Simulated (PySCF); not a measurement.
# Static response to an electric field

Benzene, C₆H₆.
Atom-mapped SMILES: `[cH:1]1[cH:2][cH:3][cH:4][cH:5][cH:6]1` (hydrogens: H7 on C1; H8 on C2; H9 on C3; H10 on C4; H11 on C5; H12 on C6)

Cartesian coordinates in Å at the GFN2-xTB level; atoms count from 1:
```
atom  x, y, z in Å
C1     0.9553    1.0021   -0.0209
C2     1.3456   -0.3263   -0.0146
C3     0.3904   -1.3285    0.0033
C4    -0.9551   -1.0023    0.0158
C5    -1.3455    0.3261    0.0101
C6    -0.3903    1.3283   -0.0076
H7     1.7008    1.7840   -0.0353
H8     2.3956   -0.5808   -0.0238
H9     0.6951   -2.3652    0.0082
H10   -1.7006   -1.7843    0.0298
H11   -2.3954    0.5812    0.0202
H12   -0.6946    2.3650   -0.0113
```

Level: PBE0/def2-SVPD (PySCF), static field, nuclei fixed, core orbitals frozen in the response. The polarisability tensor in these axes (au):

```
x   77.77  0.00 -0.40
y    0.00 77.77 -0.27
z   -0.40 -0.27 41.57
```

Problem. What are the eigenvalues, a third of the trace, and Δα (Δα² = ½Σ(αi − αj)² over the three pairs)?

Solution. Principal values 41.56, 77.77 and 77.77 au; mean 65.70 au = 9.74 Å³ = 10.83 × 10⁻⁴⁰ C²·m²/J; Δα = 36.20 au (55 % of the mean).

Problem. What is the dipole moment?

Solution. 0.00 D; point group D6h allows none.

Problem. Find the Langevin capture rate constant for NO+ (29.998 u) meeting this molecule (78.047 u), k = 2.342 × 10⁻⁹ cm³/s × √(α in Å³ / reduced mass in u).

Solution. The reduced mass is 21.67 u, so k = 1.57 × 10⁻⁹ cm³/s.

Problem. Estimate the molar refractivity from the static electronic polarisability.

Solution. Lorentz–Lorenz: R = (4π/3)N_A α = 2.5225 cm³/(mol·Å³) × 9.74 Å³ = 24.6 cm³/mol, in the limit of long wavelengths.

Problem. Traceless (Buckingham) quadrupole moment about the centre of nuclear charge: eigenvalues?

Solution. -7.68, 3.84, 3.84 D·Å. With no charge and no dipole, the values don't depend on the origin. The electronic extent ⟨r²⟩ about the same centre is 453 bohr², a root-mean-square distance of 1.74 Å for the 42 electrons.

Problem. In TDDFT the mean static polarisability is Σ f/ω² over all singlet excitations (ω in hartree). How much of it do the 8 lowest give? Their energies (eV) and oscillator strengths: 5.59, 0.0000; 6.30, 0.0000; 7.26, 0.0021; 7.26, 0.0024; 7.27, 0.6041; 7.27, 0.6044; 7.76, 0.0000; 7.81, 0.0827.

Solution. They add up to 17.99 au, 27.4 % of the 65.70 au; the largest single term is 8.46 au, from the state at 7.27 eV. Terms in order: 0.00, 0.00, 0.03, 0.03, 8.46, 8.46, 0.00, 1.00 au. Higher excitations give the rest. The strengths listed sum to 1.296.

Geometry: GFN2-xTB; no solvent, vibrations or thermal averaging.
